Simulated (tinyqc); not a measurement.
Worked calculation: Hueckel theory of the pi electrons, for the molecule C=CN=C[CH2+] (SMILES; centres numbered as the heavy atoms are written). One step of it, computed by the program tinyqc.

Question. Orbitals. Diagonalise; E = alpha + x beta with beta < 0, so the largest x are filled first; degenerate levels share their electrons. P = sum n_i c_ri c_si; each orbital has its largest coefficient positive (the first on a tie).

Hueckel matrix in units of beta (H = alpha + beta A):
```
          1C        2C        3N        4C        5C
1C  0.000000  1.000000  0.000000  0.000000  0.000000
2C  1.000000  0.000000  1.000000  0.000000  0.000000
3N  0.000000  1.000000  0.480000  1.000000  0.000000
4C  0.000000  0.000000  1.000000  0.000000  1.000000
5C  0.000000  0.000000  0.000000  1.000000  0.000000
```

pi electrons, sum of z_r less the charge = 4

Give: x values; occupations; coefficients; charge and bond-order matrix P.

Answer.

x values: 1.9154  1.0000  0.1573  -1.0000  -1.5927

occupations: 2.0000  2.0000  0.0000  0.0000  0.0000

coefficients:
```
       MO1      MO2      MO3      MO4      MO5
1C  0.2465   0.5000   0.5773   0.5000  -0.3255
2C  0.4721   0.5000   0.0908  -0.5000   0.5185
3N  0.6578   0.0000  -0.5630   0.0000  -0.5003
4C  0.4721  -0.5000   0.0908   0.5000   0.5185
5C  0.2465  -0.5000   0.5773  -0.5000  -0.3255
```

charge and bond-order matrix P:
```
         1C       2C      3N       4C       5C
1C   0.6215   0.7327  0.3243  -0.2673  -0.3785
2C   0.7327   0.9458  0.6211  -0.0542  -0.2673
3N   0.3243   0.6211  0.8654   0.6211   0.3243
4C  -0.2673  -0.0542  0.6211   0.9458   0.7327
5C  -0.3785  -0.2673  0.3243   0.7327   0.6215
```
